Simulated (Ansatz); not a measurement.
## Relaxing CaCd₂Au₄

Computed with DFT PBEsol, scalar-relativistic, plane waves, PAW in Ansatz.

The start is a database structure of CaCd₂Au₄, space group I4/mmm (No. 139).

The final relaxation ran on this input, with the default PAW datasets:

```yaml
crystal:
  lattice:
    - [-3.5476593848, 3.5476593848, 2.743149319]
    - [3.5476593848, -3.5476593848, 2.743149319]
    - [3.5476593848, 3.5476593848, -2.743149319]
  atoms:
    - { symbol: Ca, position: [0.0, 0.0, 0.0] }
    - { symbol: Cd, position: [0.25, 0.75, 0.5] }
    - { symbol: Cd, position: [0.75, 0.25, 0.5] }
    - { symbol: Au, position: [0.3033868918, 0.3033868918, 0.6067737836] }
    - { symbol: Au, position: [0.6966131082, 0.6966131082, 0.3932262164] }
    - { symbol: Au, position: [0.6966131082, 0.3033868918, 0.0] }
    - { symbol: Au, position: [0.3033868918, 0.6966131082, 0.0] }
basis:
  ecutwfc: 420
kpoints:
  mp_grid: { grid: [10, 10, 10] }
hamiltonian:
  xc: pbesol
scf:
  occupations: { method: gaussian, width: 0.1 }
output:
  forces: true
  stress: true
  eigenvalues: true
relax:
  adjacent_minimum: "off"
  f_tol: 0.01
  max_steps: 80
  cell: { stress_tol: 0.05 }
```

Launched as:

```bash
ansatz run input.yaml --threads 1 --pin off --max-ram 2560MiB --backend cpu --events-out ev --progress --plain --runs-dir out
```

The run took 4.3 min on 1 thread of Intel(R) Xeon(R) Processor @ 2.50GHz (Skylake/Cascade Lake), on a shared host, peak memory 0.96 GiB.

The program printed at the end:

```
SCF converged after 5 iterations
Free energy (F): -70193.344652 eV
Harris-Foulkes:  -70193.344652 eV  (|F-HF|=0.00e0)
Internal energy: -70193.331865 eV  (E = F + TS)
E sigma→0 (E₀):  -70193.338259 eV
Entropy (-TS):   -0.012787 eV (-1.827 meV/atom)
Fermi energy:    16.251417 eV
--- Per-component energies (eV) ---
  E_band       = -1950.425886
  E_kinetic    = 3709.473094
  E_local      = -15288.273417  (includes V_loc(G=0)·N_el)
  E_nonlocal   = 440.584249
  E_hartree    = 6748.846453
  E_xc         = -1397.000578
  E_vxc        = -1716.028995  (∫ρ·V_xc dr)
  E_paw        = -47123.442729  (= ΣΔE_a)
  E_vpaw       = -2593.879259  (= ΣTr[D̂ρ^β])
  E_aug_tail   = 0.005588  (compensation charges beyond the density's cutoff)
  E_ewald      = -17285.565155
  E_core_change = 2.040630  (= ΣΔE_core)
  E_smearing   = -0.012787  (= −TS)
  E_closure    =  0.000000  (closes the sum)
  Σ components = -70193.344652   (vs F -70193.344652, Δ=0.00e0)
--- Forces (eV/Å), atoms counted from 1 ---
  atom   1  Ca     0.00000000     0.00000000     0.00000000
  atom   2  Cd     0.00000000     0.00000000     0.00000000
  atom   3  Cd     0.00000000     0.00000000     0.00000000
  atom   4  Au     0.00250542     0.00250542     0.00000000
  atom   5  Au    -0.00250542    -0.00250542     0.00000000
  atom   6  Au     0.00250542    -0.00250542     0.00000000
  atom   7  Au    -0.00250542     0.00250542     0.00000000
  max |Σ_I F_I| component: 2.08e-17 eV/Å
--- Stress (GPa, compression-positive) ---
       -0.013424       0.000000       0.000000
        0.000000      -0.013424       0.000000
        0.000000       0.000000       0.006529
  P = ⅓ Tr σ = -0.0068 GPa (-0.068 kbar)
--- Relaxed structure (1 steps of the walk, 1 accepted, 1 SCFs on fresh bases) ---
  F+E_penalty+E_count = -70193.34465240 eV   max|allowed force component| = 2.505e-3 eV/Å   (the final SCF, on the basis selected at the relaxed cell)
  cell:  # Å, volume = 138.0999 Å³
    - [-3.547659, 3.547659, 2.743149]
    - [3.547659, -3.547659, 2.743149]
    - [3.547659, 3.547659, -2.743149]
  atoms:
    - { symbol: Ca, position: [0.0, 0.0, 0.0] }
    - { symbol: Cd, position: [0.25, 0.75, 0.500000] }
    - { symbol: Cd, position: [0.75, 0.25, 0.500000] }
    - { symbol: Au, position: [0.303387, 0.303387, 0.606774] }
    - { symbol: Au, position: [0.696613, 0.696613, 0.393226] }
    - { symbol: Au, position: [0.696613, 0.303387, 0.0] }
    - { symbol: Au, position: [0.303387, 0.696613, 0.0] }
```

Absolute energies hang on the potentials; compare differences alone.

The result has space group I4/mmm (No. 139). Ca has 4 Au at 3.04 Å and 8 Au at 3.38 Å; around Cd lie 2 Cd at 2.74 Å and 8 Au at 2.91 Å; around Au lie 4 Au at 2.79–2.94 Å, 4 Cd at 2.91 Å, 1 Ca at 3.04 Å and 2 Ca at 3.38 Å.

Against the elements it lies at -0.44 eV/atom. Formation energies are uncorrected and refer to the elements' standard structures at the same level.

For metals, differences of a few meV/atom aren't resolved. Spin–orbit coupling is left out.

A structure relaxed within its symmetry needn't be a true minimum.